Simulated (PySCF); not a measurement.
# Basis-set dependence of excited states

Acetyl chloride, C₂H₃ClO.
Bonds: C1–C2, C2–O3 (double), C2–Cl4. Hydrogens: H5, H6, H7 on C1.

TDDFT with PBE0 (PySCF), vertical singlets, core orbitals frozen in the response, spherical d and f functions. Geometry: PBE0-D3(BJ)/def2-SVP; no solvent, vibrations or thermal averaging.

| basis | functions | diffuse | S1 (eV) | S2 (eV) | S3 (eV) | S4 (eV) | S5 (eV) | LUMO (eV) | α (au) |
| --- | --- | --- | --- | --- | --- | --- | --- | --- | --- |
| 6-31G* | 66 | no | 5.27 | 6.62 | 7.01 | 8.13 | 8.30 | -0.81 | 33.1 |
| def2-SVP | 75 | no | 5.28 | 6.52 | 7.03 | 8.45 | 8.62 | -0.84 | 32.4 |
| 6-31+G* | 82 | yes | 5.26 | 6.50 | 6.90 | 7.71 | 7.94 | -1.12 | 38.4 |
| aug-cc-pVDZ | 123 | yes | 5.23 | 6.45 | 6.86 | 7.42 | 7.85 | -1.14 | 43.5 |
| def2-TZVP | 148 | no | 5.23 | 6.48 | 6.91 | 7.98 | 8.16 | -1.04 | 39.4 |
| def2-TZVPD | 187 | yes | 5.20 | 6.42 | 6.83 | 7.59 | 7.80 | -1.15 | 44.1 |
| aug-cc-pVTZ | 257 | yes | 5.22 | 6.45 | 6.85 | 7.40 | 7.81 | -1.14 | 44.1 |

**Question.** How much do these states and the polarisability depend on the basis?

**Answer.** States are compared by their number. Against the largest diffuse basis here (aug-cc-pVTZ, itself not a converged limit), sets without diffuse functions differ by up to 0.06 eV in S1 and 0.81 eV in S5; the smaller diffuse sets differ by up to 0.04 and 0.13 eV. State by state, the largest deviation of a set without diffuse functions is S1 0.06, S2 0.18, S3 0.18, S4 1.04, S5 0.81 eV. The same number needn't mean the same state in each row. Against aug-cc-pVTZ the polarisability deviates by -25% in 6-31G*, -26% in def2-SVP, -13% in 6-31+G*, -1% in aug-cc-pVDZ, -11% in def2-TZVP, 0% in def2-TZVPD. A single + in a Pople set puts diffuse functions on heavy atoms only.
